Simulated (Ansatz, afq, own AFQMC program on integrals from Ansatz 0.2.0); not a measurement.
**Atomization energy of AlN, singlet**

```yaml
atoms:
  - { symbol: Al, position_ang: [0.0000, 0.0000, 0.0000] }
  - { symbol: N, position_ang: [0.0000, 0.0000, 1.6681] }
```

Atoms in their ground-state spins without spin–orbit coupling (mostly on UHF) minus the molecule (RHF), without zero-point energy. The geometry is a stationary point, not shown to be a minimum.

Basis 6-31G. Only valence electrons are correlated. Integrals, coupled cluster, full CI and functionals: Ansatz 0.2.0; the random walks run on the same integrals in our own AFQMC program. The CISD trial takes its coefficients from CCSD amplitudes. Released means that phaseless walkers are propagated on without the constraint, phases kept. Error bars are statistical, one sigma. The errors of all members are added in quadrature.

Full CI on the same integrals is exact in this basis and with this determinant's frozen core.

Errors are counted within 6-31G, not against nature.

Cautions: AlN (singlet): another spin lies lower, restricted determinant unstable towards unrestricted (UHF 1.86 eV lower, ⟨S²⟩ 1.21), the search met a lower determinant of the same kind, perhaps of another symmetry (102 meV lower), and this one is a saddle point, strong correlation (T1 0.146, weight of the determinant 0.58, largest double 0.25), (T) is large, 10 % of the CCSD correlation, (Q) is large, 125 meV, so the cluster series hasn't closed, CCSD(T) is in doubt: in a space of 8 electrons in 8 natural orbitals full CI lies 102 meV above it, the released energies move by 1.5 errors or more from one time to the next, so no released level is given (meV from the phaseless value at times in 1/Eh: 9 ± 27 at 0.24, 19 ± 25 at 0.51, -34 ± 24 at 0.99, -9 ± 32 at 1.62, -80 ± 35 at 2.40), though the last usable value meets full CI within the noise, CCSDTQ on the UHF determinant differs (31 meV lower), perhaps since the unrestricted series falls towards higher spin, its ph-AFQMC/CISD value lies 98 ± 26 meV above full CI.

Reference (full CI): 0.828 eV.

```
        level  atomization energy (eV)  error against FCI (eV)
           HF                   -3.327                  -4.155
          MP2                   -0.463                  -1.291
         CCSD                    0.403                  -0.426
      CCSD(T)                    0.914                   0.085
  ph-AFQMC/HF            0.408 ± 0.060          -0.420 ± 0.060
ph-AFQMC/CISD            0.731 ± 0.026          -0.098 ± 0.026
```

Correlation beyond CCSD(T) takes off 0.085 eV. The perturbative (T) step is worth +0.511 eV. Where the cautions show a poor determinant, the low rows tell how each method copes with it, not its usual error.

A walk keeps the symmetry of its determinant, which the program's search chose and which needn't be the lowest solution, so a lower state of the same spin and another symmetry isn't excluded.
